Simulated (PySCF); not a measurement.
tetrafluoromethane (CF4), SMILES C(F)(F)(F)F. Geometry optimised at B3LYP-D3(BJ)/def2-SVP.

All values below come from B3LYP-D3(BJ)/def2-SVP (PySCF 2.14.0).

Harmonic wavenumbers (cm⁻¹): 437, 437, 630, 630, 630, 918, 1305, 1305, 1305. Rotational constants (GHz): 5.699, 5.699, 5.699; symmetry number 12.

Question: Work out the zero-point energy and the ideal-gas rigid-rotor harmonic-oscillator thermochemistry at 298.15 K and 1 atm.

Answer: ZPE = ½ Σ hcν = ½ × 7596 cm⁻¹ = 45.43 kJ/mol. H − E(el) = 58.15 kJ/mol. Entropy in J/(mol K): translation 164.59, rotation 83.80, vibration 12.92, total 261.30. G − E(el) = -19.76 kJ/mol. Cp = 60.87 J/(mol K).
